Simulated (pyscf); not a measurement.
Thermochemistry of product channels of `[CH3][ZnH]` + `[CH3]` [doublet] on the doublet surface, in kcal/mol, from ωB97M-D3(BJ)/def2-TZVP energies (ideal gas, 1 atm, RRHO with modes under 100 cm⁻¹ raised to 100, one conformer, R ln 2 for chiral ones without a mode under 150 cm⁻¹). Optimised with ωB97X-D3(BJ)/def2-SVP in PySCF.

| products | ΔE | ΔH(298 K) | ΔG(298 K) | ΔG(1200 K) |
|---|---|---|---|---|
| `[CH2][CH3]` [doublet] + `[ZnH2]` | (withheld) | +3.9 | +3.3 | +1.9 |
| `[CH3][Zn]` [doublet] + `[CH4]` | -30.7 | -26.0 | -25.4 | (withheld) |
| `[CH3][CH2][Zn]` [doublet] + `[H][H]` | -10.4 | -8.6 | -7.2 | -3.0 |
| `[CH3][CH2][ZnH]` + `[H]` [doublet] | (withheld) | +17.0 | +19.7 | +26.5 |
| `[CH3][CH3]` + `[ZnH]` [doublet] | -22.3 | -18.3 | -17.1 | -10.9 |

Problem. What belongs in the gaps?

Solution. 
- `[CH2][CH3]` [doublet] + `[ZnH2]`, ΔE: +4.1
- `[CH3][Zn]` [doublet] + `[CH4]`, ΔG(1200 K): -21.2
- `[CH3][CH2][ZnH]` + `[H]` [doublet], ΔE: +17.5

These are energies of the channels, which say nothing of barriers. Elements up to Kr have no core potential and no relativistic terms here.
